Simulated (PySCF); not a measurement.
Fluorothioborine, BFS.
Z-matrix (Å and degrees, PBE0-D3(BJ)/def2-SVP geometry), rows numbered from 1:
```
F 
B   1  1.2816
S   2  1.6142  1  179.85
```

All values: PBE0/pcSseg-1 and CAM-B3LYP/def2-SVPD (PySCF, non-relativistic), on one gas-phase PBE0-D3(BJ)/def2-SVP geometry that isn't relaxed in the solvent. The solvent is an IEF-PCM continuum (Bondi radii, 1.10 Å for H, scaled by 1.2). Specific hydrogen bonds and non-electrostatic terms are outside this model.

Gas phase at PBE0/pcSseg-1: HOMO -8.46 eV, LUMO -0.30 eV, dipole 1.34 D.

Task: What does the continuum do to the energy, the frontier levels and the dipole at PBE0/pcSseg-1 in chloroform?

Result: 
| solvent | ε | E(solvent) − E(gas) (kJ/mol) | polarisation term (kJ/mol) | distortion of the solute (kJ/mol) | HOMO (eV) | LUMO (eV) | dipole (D) |
| --- | --- | --- | --- | --- | --- | --- | --- |
| chloroform | 4.711 | -4.07 | -4.65 | 0.58 | -8.48 | -0.23 | 1.67 |

The first energy column is the sum of the next two and covers electrostatics alone.

Task: Which radius a makes the point-dipole formula ΔE = −[(ε − 1)/(2ε + 1)]·μ²/a³ give the value in chloroform, with the gas-phase dipole?

Result: μ = 0.528 au and |ΔE| = 0.00155 Eh give a = 2.12 Å; the farthest nucleus lies 1.50 Å from the centroid of the nuclei. The formula assumes a rigid point dipole at the centre of a sphere.

Task: Which ESP-fitted charges (PBE0/pcSseg-1) respond most in chloroform (means over atoms taken as equivalent)?

Result: 
```tsv
atoms	environment	gas (e)	solvent (e)	change
B2	boron bonded to F and S	+0.265	+0.310	+0.045
S3	sulfur bonded to B	-0.219	-0.262	-0.043
F1	boron-bound fluorine	-0.045	-0.047	-0.002
```

Gas phase at CAM-B3LYP/def2-SVPD: HOMO -9.75 eV, LUMO 0.21 eV, dipole 1.16 D.

Task: What does the continuum do to the energy, the frontier levels and the dipole at CAM-B3LYP/def2-SVPD in chloroform?

Result: 
```csv
solvent,ε,E(solvent) − E(gas) (kJ/mol),polarisation term (kJ/mol),distortion of the solute (kJ/mol),HOMO (eV),LUMO (eV),dipole (D)
chloroform,4.711,-3.83,-4.31,0.48,-9.76,0.34,1.45
```

Task: How does the static polarisability (CAM-B3LYP/def2-SVPD, frozen core, with the continuum's full static response) change?

Result: 
```
    medium  isotropic (au)  principal values (au)  ⟨r²⟩ of the electrons (bohr²)
       gas            34.0       28.9, 28.9, 44.2                          230.4
chloroform            41.1       34.8, 34.8, 53.8                          230.5
```

The isotropic value in chloroform is 1.21 times the gas-phase one; no cavity-field correction is applied. ⟨r²⟩ is taken about the centre of nuclear charge.

Rough CPU time on one thread of a shared machine: about 6 s. This is the whole shielding run at PBE0/pcSseg-1 in chloroform, SCF included.
